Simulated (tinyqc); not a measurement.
Worked calculation: extended Hueckel theory, for NH3+. The parameters take no account of the charge, which enters only through the electron count. Computed by tinyqc, a small Python program that keeps every step (integrals from PySCF). Settings: charge = 1, K = 1.75, weighted = 1, multiplicity = 2. Command: `OMP_NUM_THREADS=1 python tinyqc.py 21327 21328 out.jsonl` (the two numbers bound the seeds that draw the settings). One thread of a shared host (Intel(R) Xeon(R) Processor @ 2.60GHz), about 0.01 s of CPU time with the checks.

## Overlaps

Geometry (angstrom):

| atom | x | y | z |
|---|---|---|---|
| N | 0.00000 | 0.00000 | 0.27200 |
| H | 0.91700 | 0.00000 | 0.00000 |
| H | -0.45900 | 0.79400 | 0.00000 |
| H | -0.45900 | -0.79400 | 0.00000 |

Parameters chosen for this run:

| element | shell | Slater exponent | H_ii (eV) |
|---|---|---|---|
| H | 1s | 1.30000 | -13.60000 |
| N | 2s | 1.95000 | -26.00000 |
| N | 2p | 1.95000 | -13.40000 |

Slater orbitals, each expanded in six Gaussians scaled to its exponent.

overlap S:
```
          1N 2s    1N 2px    1N 2py    1N 2pz     2H 1s     3H 1s     4H 1s
1N 2s   1.00000   0.00000   0.00000   0.00000   0.51807   0.51799   0.51799
1N 2px  0.00000   1.00000   0.00000   0.00000   0.44396  -0.22217  -0.22217
1N 2py  0.00000   0.00000   1.00000   0.00000   0.00000   0.38433  -0.38433
1N 2pz  0.00000   0.00000   0.00000   1.00000  -0.13169  -0.13166  -0.13166
2H 1s   0.51807   0.44396   0.00000  -0.13169   1.00000   0.20146   0.20146
3H 1s   0.51799  -0.22217   0.38433  -0.13166   0.20146   1.00000   0.20167
4H 1s   0.51799  -0.22217  -0.38433  -0.13166   0.20146   0.20167   1.00000
```

## Wolfsberg-Helmholz matrix

diagonal H_ii (eV): 1N 2s -26.00000, 1N 2px -13.40000, 1N 2py -13.40000, 1N 2pz -13.40000, 2H 1s -13.60000, 3H 1s -13.60000, 4H 1s -13.60000

K = 1.75000

H_ij = K' S_ij (H_ii + H_jj)/2 for i != j (the diagonal keeps H_ii), with K' = K + D^2 + D^4 (1 - K), D = (H_ii - H_jj)/(H_ii + H_jj), K = 1.75.

H (eV):
```
            1N 2s     1N 2px     1N 2py     1N 2pz      2H 1s      3H 1s      4H 1s
1N 2s   -26.00000    0.00000    0.00000    0.00000  -18.88283  -18.88002  -18.88002
1N 2px    0.00000  -13.40000    0.00000    0.00000  -10.48879    5.24901    5.24901
1N 2py    0.00000    0.00000  -13.40000    0.00000    0.00000   -9.07998    9.07998
1N 2pz    0.00000    0.00000    0.00000  -13.40000    3.11118    3.11052    3.11052
2H 1s   -18.88283  -10.48879    0.00000    3.11118  -13.60000   -4.79480   -4.79480
3H 1s   -18.88002    5.24901   -9.07998    3.11052   -4.79480  -13.60000   -4.79970
4H 1s   -18.88002    5.24901    9.07998    3.11052   -4.79480   -4.79970  -13.60000
```

## Orbitals

valence electrons = 7

Solve H C = S C e through S^(-1/2); fill by pairs from the bottom, a degenerate level sharing its electrons equally; each orbital has its largest coefficient positive (the first on a tie).

orbital energies (eV): -28.77432  -16.63237  -16.63002  -13.57652  5.61580  5.63312  32.84092

occupations: 2.00000  2.00000  2.00000  1.00000  0.00000  0.00000  0.00000

coefficients:
```
            MO1       MO2       MO3       MO4       MO5       MO6       MO7
1N 2s   0.71684   0.00008   0.00000   0.12464   0.00000   0.00004   1.39460
1N 2px  0.00002   0.63231   0.00000  -0.00002   0.00000   1.09020  -0.00024
1N 2py  0.00000   0.00000   0.63251   0.00000   1.08964   0.00000   0.00000
1N 2pz  0.02206   0.00001   0.00000   0.97961   0.00000  -0.00002  -0.36759
2H 1s   0.16678   0.43869   0.00000  -0.04359   0.00000  -1.06460  -0.76222
3H 1s   0.16674  -0.21941   0.37994  -0.04355  -0.92187   0.53235  -0.76200
4H 1s   0.16674  -0.21941  -0.37994  -0.04355   0.92187   0.53235  -0.76200
```

sum of one-electron energies = -137.64993 eV

## Mulliken analysis

P = C n C^T; charge = valence electrons (H 1, N 5) minus the sum of (P S)_ii on the atom; overlap population = 2 sum P_ij S_ij between two atoms.

charges: 1N 0.28029, 2H 0.23991, 3H 0.23990, 4H 0.23990

Overlap populations:

| pair | value |
|---|---|
| 2-1 | 0.744094 |
| 3-1 | 0.744024 |
| 3-2 | -0.054393 |
| 4-1 | 0.744024 |
| 4-2 | -0.054393 |
| 4-3 | -0.054419 |
